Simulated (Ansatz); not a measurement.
# CHNSi+ (doublet): from Hartree-Fock to the top rungs, cc-pVDZ

Aim: climb from Hartree-Fock through coupled cluster and multireference methods for CHNSi+ (doublet) at one geometry and basis, and see what each rung misses.

Method: cc-pVDZ, correlated electrons: outside noble gas; program: Ansatz 0.2.0, Gaussian basis.

Plan: UHF; CCSD(T) on ROHF; CCSD(T) on UHF; BCCD(T) on ROHF; CISD; CCSDT(Q) on ROHF; CCSDT(Q) on UHF; CASSCF and MRCISD+Q, 9 electrons in 9 orbitals; CASSCF and NEVPT2, 9 electrons in 9 orbitals.

## 1. What is computed

The geometry is a PBE0/def2-TZVP stationary point (not a proven minimum) of the parent state, kept for this charge and spin.

4 atoms, charge 1, spin multiplicity 2.

Atoms are counted from 1 here; the program's logs count them from 0.

Bond lengths: C1–N2 1.240 Å, C1–Si3 1.952 Å, N2–H4 1.013 Å. Angles: N2–C1–Si3 78.7°, C1–N2–H4 135.7°.

In the tables R marks a restricted open-shell determinant and U an unrestricted one; 'frontier' is the active space of 9 electrons in 9 orbitals; correlation energies count from the lowest restricted Hartree-Fock solution.

## 2. UHF

Contents of in.yaml:

```yaml
crystal:
  periodic: [false, false, false]
  atoms:
    - {symbol: C, position_ang: [0.000000, -0.784833, 0.780179]}
    - {symbol: N, position_ang: [0.000000, 0.409287, 1.114041]}
    - {symbol: Si, position_ang: [0.000000, 0.098619, -0.960690]}
    - {symbol: H, position_ang: [0.000000, 0.916592, 1.991118]}
basis:
  gaussian: {orbitals: cc-pVDZ}
total_charge: 1
magnetization: {spin_polarized: true, initial_magnetization: 1}
hamiltonian: {xc: hf}
output: {orbitals: {seedname: orbitals}}
```

Launch:

```
$ ansatz run in.yaml --threads 1 --pin off --events-out ev --progress --plain --max-ram 2393MiB
```

Further steps of the session: CCSD(T) on ROHF; CCSD(T) on UHF; BCCD(T) on ROHF; CISD; CCSDT(Q) on ROHF; CCSDT(Q) on UHF; CASSCF and MRCISD+Q, 9 electrons in 9 orbitals; CASSCF and NEVPT2, 9 electrons in 9 orbitals.

**Question.** What will the summary of the whole plan be? Wanted: correlation energy, UCCSDT(Q); RMP2 from UCCSDT(Q); UMP2 from UCCSDT(Q); RCCSD from UCCSDT(Q); RCCSD(T) from UCCSDT(Q); UCCSD(T) from UCCSDT(Q); RCCSDT(Q) from UCCSDT(Q); MRCISD+Q frontier from UCCSDT(Q); T1 diagnostic.

**Answer**, as computed:

```
                                      quantity          value
                 correlation energy, UCCSDT(Q)    -10.3380 eV
                           RMP2 from UCCSDT(Q)  +120.7 kJ/mol
                           UMP2 from UCCSDT(Q)  +125.4 kJ/mol
                          RCCSD from UCCSDT(Q)   +50.6 kJ/mol
                       RCCSD(T) from UCCSDT(Q)    +7.1 kJ/mol
                       UCCSD(T) from UCCSDT(Q)    +7.3 kJ/mol
                      RCCSDT(Q) from UCCSDT(Q)    +0.4 kJ/mol
              MRCISD+Q frontier from UCCSDT(Q)   +10.7 kJ/mol
levels of the table within 1 kcal/mol (43 meV)      RCCSDT(Q)
                                 T1 diagnostic          0.032
```

In words: RCCSD(T) lands +7.1 kJ/mol from the yardstick (0.7 % of the correlation energy). These misses are within one basis, not against nature; the frozen cores of restricted and unrestricted runs differ, which can shift their rows.
